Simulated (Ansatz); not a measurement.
Total energies of C₆H₆S, SMILES `Sc1ccccc1`.

```xyz
13

S     1.778   -2.081   -0.775
C     0.664   -0.800   -0.316
C    -0.459   -0.601   -1.114
C    -1.368    0.394   -0.798
C    -1.172    1.202    0.313
C    -0.053    1.003    1.107
C     0.863    0.009    0.799
H     2.644   -1.906    0.233
H    -0.621   -1.228   -1.984
H    -2.239    0.538   -1.428
H    -1.885    1.979    0.557
H     0.114    1.626    1.978
H     1.734   -0.135    1.428
```

Total charge 0; spin multiplicity 1. The structure was optimised at the PBE0-D4/def2-TZVP level. It is one conformer, not always the lowest. Basis def2-TZVPP, Ansatz 0.2.0.

RPA on PBE orbitals: Hartree–Fock energy of these orbitals -628.26080 Eh, correlation -1.79621 Eh (frozen core).

```tsv
functional	kind	energy without D4 (Eh)	D4 term (kJ/mol)
LDA (SPW92)	LDA	-627.02261	–
revPBE	GGA	-630.39865	-120.5
BLYP	GGA	-630.43091	-83.4
PBE0	global hybrid, 25 % exact exchange	-630.11612	-31.6
r2SCAN0	meta-GGA hybrid, 25 %	-630.34229	-11.0
HSE06 (plane-wave form)	screened hybrid	-630.09557	-29.4
BHLYP	global hybrid, 50 %	-630.38834	-44.0
CAM-B3LYP	range-separated hybrid	-630.41078	-31.9
LC-ωPBE	long-range corrected hybrid	-630.24364	–
B2PLYP	double hybrid	-630.20159	–
```

(1) Give the same for PBE, r2SCAN, B97M-V, B3LYP, r2SCANh, ωB97X-V, ωB97M-V, PBE-QIDH. (Estimate.)

B3LYP takes the VWN-RPA correlation (the form of Gaussian; ORCA's B3LYP/G). HSE06 is the plane-wave form, built on full-range PBE exchange. The double hybrids freeze the cores in their second-order part.

## Answers

(1) Ansatz gave: 
| functional | kind | energy without D4 (Eh) | D4 term (kJ/mol) |
| --- | --- | --- | --- |
| PBE | GGA | -630.06011 | -37.5 |
| r2SCAN | meta-GGA | -630.37274 | -9.5 |
| B97M-V | meta-GGA with VV10 | -630.45178 | – |
| B3LYP | global hybrid, 20 % | -630.55882 | -60.3 |
| r2SCANh | meta-GGA hybrid, 10 % | -630.36003 | -10.0 |
| ωB97X-V | range-separated hybrid GGA with VV10 | -630.40672 | – |
| ωB97M-V | range-separated hybrid meta-GGA with VV10 | -630.41679 | – |
| PBE-QIDH | double hybrid | -629.99058 | – |

LC-ωPBE has ω = 0.4 bohr⁻¹.
